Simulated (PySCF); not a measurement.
Bonds (- single, = double, # triple, : aromatic): C1:N2 1.295 Å, N2:N3 1.352 Å, N3:C4 1.295 Å, C4:S5 1.712 Å, S5:C1 1.712 Å. C1 carries H6; C4 carries H7.

Geometry: PBE0-D3(BJ)/def2-TZVP; GIAO shifts from PySCF 2.14, gas phase, non-relativistic, averaged over equivalent atoms.

At PBE0/pcSseg-2 (215 basis functions, 29 s wall time on 1 thread of an Arm Neoverse N1, shared host):
| atoms | δ (ppm) |
| --- | --- |
| C1/C4 | 158.0 |
| N2/N3 | 428.5 |
| S5 | 290.5 |
| H6/H7 | 9.09 |

Shifts are taken against calculated references (same method and geometry level): TMS for ¹³C (σref 186.03) and ¹H (σref 31.52); ¹⁵N (σref 263.78) against NH3; ³³S (σref 512.98) vs CS2.

Problem. What do these become at wB97X-D/pcSseg-2?

Solution. 
```csv
atoms,δ at wB97X-D/pcSseg-2,change
C1/C4,161.3,+3.3
N2/N3,430.3,+1.8
S5,297.3,+6.8
H6/H7,9.10,+0.01
```

References, each an isolated molecule treated in the same way: ¹³C (σref 186.29), ¹H (σref 31.63) against TMS; ¹⁵N (σref 262.16) vs NH3; CS2 for ³³S (σref 510.68).

The largest change is at S5 (aromatic ring sulfur). Cost: 215 basis functions, 33 s wall time on 1 thread of an Arm Neoverse N1, shared host.

Experimental scales use liquid or dissolved standards, which lie at an offset from isolated NH3 (liquid NH3: subtract about 20 ppm). Unscaled 15N shifts of sp2 nitrogen come out 20 to 40 ppm too high even then.
